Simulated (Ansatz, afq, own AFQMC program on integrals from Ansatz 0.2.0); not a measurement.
H$_{2}$O⁻, doublet: AFQMC among the cluster methods

```tsv
atom	x (Å)	y (Å)	z (Å)
O	0.0000	-0.0691	0.0000
H	0.0000	0.5483	0.7576
H	0.0000	0.5483	-0.7576
```

Basis aug-cc-pVDZ. Only valence electrons are correlated. Ansatz 0.2.0 and our own AFQMC program on the same integrals; the CISD trial comes from CCSD amplitudes, and released means the phaseless constraint is let go. Uncertainties: one standard error, sampling alone.

Determinant: UHF, the one that the program's search chose, which needn't be the lowest solution. The geometry is a point of a scan.

No full CI on the walks' own integrals is used here; CCSDT(Q) serves as the reference and is uncertain by about the last step of the cluster series.

```
T1 diagnostic                               : 0.0189
weight of the determinant in the CISD state : 0.927
⟨S²⟩ of the determinant                     : 0.750
size of the correlated space                : 9 electrons in 40 orbitals
```

| level | correlation energy (eV) |
| --- | --- |
| MP2 | -6.1982 |
| CCSD | -6.4111 |
| CCSD(T) | -6.5807 |

**Question.** Estimate where phaseless AFQMC with a CISD trial lies against CCSD(T) on the same integrals.

**Answer.** 0.6 ± 0.9 kJ/mol below CCSD(T). The gap is under twice the noise, so this walk alone can't tell the two apart.

Reference: CCSDT(Q), correlation energy -6.604 eV. The released energy is read at 2.40 1/Eh (meV from the phaseless value at times in 1/Eh: -15 ± 11 at 0.24, -7 ± 9 at 0.51, -15 ± 10 at 0.99, -19 ± 10 at 1.62, -10 ± 15 at 2.40).

```
         level  E − E(reference) (kJ/mol)  share of correlation (%)
       CCSD(T)                        2.3                     99.64
         CCSDT                        1.5                     99.76
   ph-AFQMC/HF                  0.4 ± 6.1                     99.94
 ph-AFQMC/CISD                  1.7 ± 0.9                     99.73
released AFQMC                  0.8 ± 1.5                     99.88
```

A walk keeps the symmetry of its determinant, which the program's search chose and which needn't be the lowest solution, so a lower state of the same spin and another symmetry isn't excluded. Released energies are given only where the last usable release times agree within the noise; a slower fall can still hide under it.
